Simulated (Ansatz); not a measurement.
Basis-set extrapolation for C$_{3}$H$_{6}$N$_{2}$ (`CNC1C=N1`) (PBE0-D4/def2-TZVP geometry, frozen core, Ansatz). Multiplicity 1, RHF reference.

|  | def2-TZVPP | def2-QZVPP |
| --- | --- | --- |
| HF | -225.988480 | -225.999020 |
| MP2 correlation | -0.902958 | -0.962510 |
| CCSD(T) correlation | -0.972931 | not run |

Energies in hartree. Use E(X) = E(∞) + A·exp(−7.88·√X) for Hartree–Fock and E(X) = E(∞) + B·X^(−2.97) for correlation, with X = 3 and 4, and add CCSD(T) minus MP2 of the smaller set to the MP2 limit.

Problem. What is the CCSD(T) energy at the basis-set limit?

Solution. HF limit: -225.999020 + (-0.010540) × 0.13774 = -226.00047. MP2 limit: -0.962510 + (-0.059552) × 0.74074 = -1.00662. Higher-order term: -0.972931 − (-0.902958) = -0.06997. Total: -227.07706 hartree, 72.6 kcal/mol below CCSD(T)/def2-TZVPP.
